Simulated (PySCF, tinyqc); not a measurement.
Ways to converge the cycle: SCF convergence aids in the sto-3g basis, for CH2, spin multiplicity 1. Computed by the program tinyqc with PySCF. 

Geometry (angstrom):
```
atom       x        y       z
C     0.0000   0.0000  0.0000
H     0.0000   1.2260  0.8620
H     0.0000  -1.2260  0.8620
```

lowest restricted solution found by these runs and by PySCF = -38.242517 hartree

RHF with one setting changed at a time; a run stops when the energy changes by less than 1e-09 hartree and the error matrix is below 1e-5. The start is the core Hamiltonian. Damping d keeps d of the old density; a shift (hartree) raises the virtual levels; DIIS n extrapolates F over n matrices.

Largest element of the error matrix X^T (FDS - SDF) X:
```
iteration    plain  damping 0.3  damping 0.6  shift 0.4   DIIS 3   DIIS 8
1          4.0e-01      4.0e-01      4.0e-01    4.0e-01  4.0e-01  4.0e-01
2          3.8e-01      3.6e-01      3.6e-01    2.8e-01  3.8e-01  3.8e-01
3          2.2e-01      1.9e-01      3.0e-01    8.4e-02  1.7e-01  1.7e-01
4          6.1e-02      1.0e-01      2.3e-01    4.4e-02  5.1e-02  5.1e-02
5          2.3e-02      6.1e-02      1.7e-01    2.4e-02  1.8e-02  2.6e-02
6          8.8e-03      3.8e-02      1.3e-01    1.3e-02  8.2e-04  1.2e-02
8          2.1e-03      1.5e-02      7.6e-02    4.1e-03  6.5e-05  2.4e-05
10         5.5e-04      6.4e-03      4.6e-02    1.5e-03  5.2e-06  1.7e-06
14         4.0e-05      1.2e-03      1.8e-02    2.5e-04        -        -
20               -      1.0e-04      4.6e-03    1.6e-05        -        -
30               -            -      5.3e-04          -        -        -
45               -            -      2.1e-05          -        -        -
```

How each run ends:
```
run          iterations  E (hartree)         state
plain                17    -38.24252  lowest found
damping 0.3          27    -38.24252  lowest found
damping 0.6          49    -38.24252  lowest found
shift 0.4            22    -38.03932        higher
DIIS 3               11    -38.24252  lowest found
DIIS 8               10    -38.24252  lowest found
```

5 of 6 runs reach the lowest restricted solution found, in 10 to 49 iterations (fastest: DIIS 8). Ending on a higher stationary point: shift 0.4; a small error matrix cannot reveal that, and an occupation fixed by the start is kept by symmetry or by the shape of the basin. Plain steps already contract here, so damping only slows them. DIIS 3 and DIIS 8 gain by cancelling the error over several earlier matrices, much as a quasi-Newton step does. The restricted reference is unstable here: a spin-polarised solution lies 0.0176 hartree lower (PySCF), so results built on it describe a poor reference.
